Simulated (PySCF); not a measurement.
Gas-phase reaction: B2H6 = 2 BH3

Method: PySCF energies (xtb for GFN2) plus ideal-gas RRHO corrections (1 bar). † marks an energy on the PBE0/def2-TZVP geometry and frequencies; other levels use their own. MP2 and CCSD(T) freeze the core. 6-31G* has spherical d functions here. All species are closed-shell singlets. MP2 isn't extrapolated to the basis-set limit; its ΔH°(298 K) is 161.2 kJ in def2-SVP and 165.1 kJ in def2-TZVPP. CCSD(T) isn't extrapolated to the basis-set limit; its ΔH°(298 K) is 155.7 kJ in def2-SVP and 158.5 kJ in def2-TZVPP. The harmonic model lacks anharmonicity and excited electronic states, which grow with temperature; levels with a mode under 35 cm⁻¹ are left out.

```
level                ΔE electronic, kJ  ΔH°(298 K), kJ  ΔS°(298 K), J/K  ΔG°(1000 K), kJ
-------------------  -----------------  --------------  ---------------  ---------------
BLYP/def2-TZVP†                    164             144              144               -2
CCSD(T)/def2-TZVPP†                178             158              144               12
GFN2-xTB                            65              55              143              -89
HF/6-31G*                           84              63              146              -87
HF/def2-TZVP†                       90              71              144              -76
MP2/def2-SVP†                      181             161              144               15
PBE0/def2-QZVP†                    206             187              144               40
PBE0/def2-TZVP                     206             186              144               40
ωB97M-V/def2-TZVP†                 185             166              144               19
ωB97X-V/def2-TZVP†                 182             162              144               16
```
ΔH° is lowest at GFN2-xTB and highest at PBE0/def2-QZVP†. No reference value is set beside these.
